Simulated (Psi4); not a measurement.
# CH2N (SMILES [H]/[C]=N\[H]): UMP2/def2-TZVP (Cholesky decomposition, density fitting for correlation, cholesky tolerance 0.001, sweep point 6)

Aim: the vertical doublet–quartet gap of CH2N at UMP2/def2-TZVP (Cholesky decomposition, density fitting for correlation, cholesky tolerance 0.001, sweep point 6), from 2 runs. 

Program for the calculation: Psi4 1.11.

2 further runs of the same task are left out: 2 set aside as unsound or not needed.

### Step 1. The molecule

CH2N: 4 atoms, total charge 0, spin state doublet. As SMILES, `[H]/[C]=N\[H]`. The coordinates come from a GFN2-xTB relaxation.

Bond lengths: C1–N2 1.210 Å, C1–H3 1.081 Å, N2–H4 1.023 Å. Angles: C1–N2–H4 130.6°, N2–C1–H3 137.7°.

### Step 2. A single-point energy at UMP2/def2-TZVP (Cholesky decomposition, density fitting for correlation, cholesky tolerance 0.001, sweep point 6)

ch2n.py reads:

```python
import psi4

psi4.set_memory('1600 MB')
psi4.set_num_threads(1)
psi4.core.set_output_file('psi4.out', False)

m = psi4.geometry("""
0 2
C      0.72788471    -0.43902117     0.97419161
N      0.46723478     1.14744170    -0.65070829
H     -0.26722617    -2.09217248     1.64321135
H     -0.92787442     1.38375195    -1.96667577
units bohr
symmetry c1
""")

psi4.set_options({
    'reference': 'uhf',
    'puream': True,
    'scf_type': 'cd',
    'num_frozen_docc': 2,
    'cholesky_tolerance': 0.001,
    'maxiter': 150,
})

E = psi4.energy("mp2/def2-TZVP")
print(f'mp2/def2-TZVP energy: {E:.10f} Eh')
```

Run with:

```bash
$ python ch2n.py
```

psi4.out:

```text
[...]
  Running in c1 symmetry.
[...]
  Nuclear repulsion =   28.430504411942703
[...]
  Multiplicity = 2
[...]
  Nalpha       = 8
  Nbeta        = 7
[...]
    Number of basis functions: 74
[...]
   @UHF iter   1:   -93.37257744329392   -7.31175e-01   4.49596e-03 DIIS/ADIIS
[...]
   @UHF iter  18:   -93.43077504994457   -1.30740e-12   4.51640e-09 DIIS
[...]
   @S^2 Observed:                8.073843054E-01
[...]
    Orbital Energies [Eh]
    ---------------------
    Alpha Occupied:
       1A    -15.570139     2A    -11.295738     3A     -1.230500
       4A     -0.848677     5A     -0.723452     6A     -0.558140
       7A     -0.474481     8A     -0.346959
    Alpha Virtual:
       9A      0.142608    10A      0.148735    11A      0.189290
      12A      0.248400    13A      0.312955    14A      0.346052
      15A      0.371062    16A      0.478015    17A      0.569995
      18A      0.585399    19A      0.629171    20A      0.670531
      21A      0.712113    22A      0.791151    23A      0.810640
      24A      0.847100    25A      0.994492    26A      1.221399
[...]
  @UHF Final Energy:   -93.43077504994457
   => Energetics <=
    Nuclear Repulsion Energy =             28.4305044119427031
    One-Electron Energy =                -182.1760126525105932
    Two-Electron Energy =                  60.3147331906233219
    Total Energy =                        -93.4307750499445717
  UHF NO Occupations:
  HONO-2 :    6  A 1.9958277
  HONO-1 :    7  A 1.9766454
[...]
 Multipole Moments:
 ------------------------------------------------------------------------------------
     Multipole            Electronic (a.u.)      Nuclear  (a.u.)        Total (a.u.)
 ------------------------------------------------------------------------------------
 L = 1.  Multiply by 2.5417464519 to convert [e a0] to [Debye]
 Dipole X            :          0.3969001           -1.0911576           -0.6942574
 Dipole Y            :          0.2058642           -0.7097877           -0.5039235
 Dipole Z            :          0.1351757           -0.2391026           -0.1039269
 Magnitude           :                                                    0.8641372
[...]
```

The script printed:

```text
mp2/def2-TZVP energy: -93.7599199485 Eh
```

Run time: 4.2 s. Hardware: 1 thread of Intel Xeon Platinum 8259CL at 2.50GHz (Skylake/Cascade Lake), shared host; peak memory 0.21 GiB.

### Step 3. The quartet

run.py reads:

```python
import psi4

psi4.set_memory('1600 MB')
psi4.set_num_threads(1)
psi4.set_output_file('ch2n.out', False)

molecule = psi4.geometry("""
0 4
C      0.72788471    -0.43902117     0.97419161
N      0.46723478     1.14744170    -0.65070829
H     -0.26722617    -2.09217248     1.64321135
H     -0.92787442     1.38375195    -1.96667577
units au
symmetry c1
""")

psi4.set_options({
    'basis': 'def2-TZVP',
    'reference': 'uhf',
    'puream': True,
    'scf_type': 'cd',
    'num_frozen_docc': 2,
    'cholesky_tolerance': 0.001,
    'maxiter': 150,
})

e = psi4.energy('mp2')
print(f'total energy {e:.8f} hartree = {e * 27.211386:.5f} eV')
```

Run with:

```bash
$ python run.py
```

ch2n.out:

```text
[...]
  Running in c1 symmetry.
[...]
  Nuclear repulsion =   28.430504411942703
[...]
  Multiplicity = 4
[...]
  Nalpha       = 9
  Nbeta        = 6
[...]
    Number of basis functions: 74
[...]
   @UHF iter   1:   -93.19788795835343   -5.56486e-01   3.89021e-03 DIIS/ADIIS
[...]
   @UHF iter  22:   -93.26947479372838   -2.75691e-12   3.59356e-09 DIIS
[...]
   @S^2 Observed:                3.767541917E+00
[...]
    Orbital Energies [Eh]
    ---------------------
    Alpha Occupied:
       1A    -15.622708     2A    -11.249666     3A     -1.311565
       4A     -0.896210     5A     -0.736874     6A     -0.649834
       7A     -0.610980     8A     -0.383075     9A     -0.260027
    Alpha Virtual:
      10A      0.135843    11A      0.202311    12A      0.245593
      13A      0.319235    14A      0.335296    15A      0.361848
      16A      0.444577    17A      0.518739    18A      0.559023
      19A      0.609925    20A      0.642626    21A      0.680030
      22A      0.784168    23A      0.803961    24A      0.836883
      25A      0.973482    26A      1.212278    27A      1.249330
[...]
  @UHF Final Energy:   -93.26947479372838
   => Energetics <=
    Nuclear Repulsion Energy =             28.4305044119427031
    One-Electron Energy =                -181.8530676057277446
    Two-Electron Energy =                  60.1530884000566601
    Total Energy =                        -93.2694747937283779
  UHF NO Occupations:
  HONO-2 :    7  A 1.0000000
  HONO-1 :    8  A 1.0000000
[...]
 Multipole Moments:
 ------------------------------------------------------------------------------------
     Multipole            Electronic (a.u.)      Nuclear  (a.u.)        Total (a.u.)
 ------------------------------------------------------------------------------------
 L = 1.  Multiply by 2.5417464519 to convert [e a0] to [Debye]
 Dipole X            :          0.5841603           -1.0911576           -0.5069973
 Dipole Y            :          0.8209733           -0.7097877            0.1111856
 Dipole Z            :         -0.2857478           -0.2391026           -0.5248504
 Magnitude           :                                                    0.7381574
[...]
```

Standard output:

```text
total energy -93.54193601 hartree = -2545.40573 eV
```

Run time: 5.1 s. Hardware: 1 thread of Intel Xeon Platinum 8259CL at 2.50GHz (Skylake/Cascade Lake), shared host; peak memory 0.21 GiB.

### Step 4. What came out

At UMP2/def2-TZVP (Cholesky decomposition, density fitting for correlation, cholesky tolerance 0.001, sweep point 6), 2 core orbitals frozen:

| quantity | value |
| --- | --- |
| doublet: total energy | -93.75992 Eh |
| doublet: HOMO energy (Hartree–Fock orbitals) (highest over α and β) | -9.44 eV |
| doublet: LUMO energy (Hartree–Fock orbitals) (lowest over α and β) | 2.98 eV |
| doublet: correlation energy (2 core orbitals frozen) | -329.1 mEh |
| doublet: ⟨S²⟩ of the reference determinant | 0.807 |
| quartet: total energy | -93.54194 Eh |
| quartet: HOMO energy (Hartree–Fock orbitals) (highest over α and β) | -7.08 eV |
| quartet: LUMO energy (Hartree–Fock orbitals) (lowest over α and β) | 0.20 eV |
| quartet: correlation energy (2 core orbitals frozen) | -272.5 mEh |
| quartet: ⟨S²⟩ of the reference determinant | 3.768 |
| vertical energy of the quartet above the doublet | 5.932 eV |

At this shape the quartet lies 5.93 eV (572 kJ/mol) above the doublet.
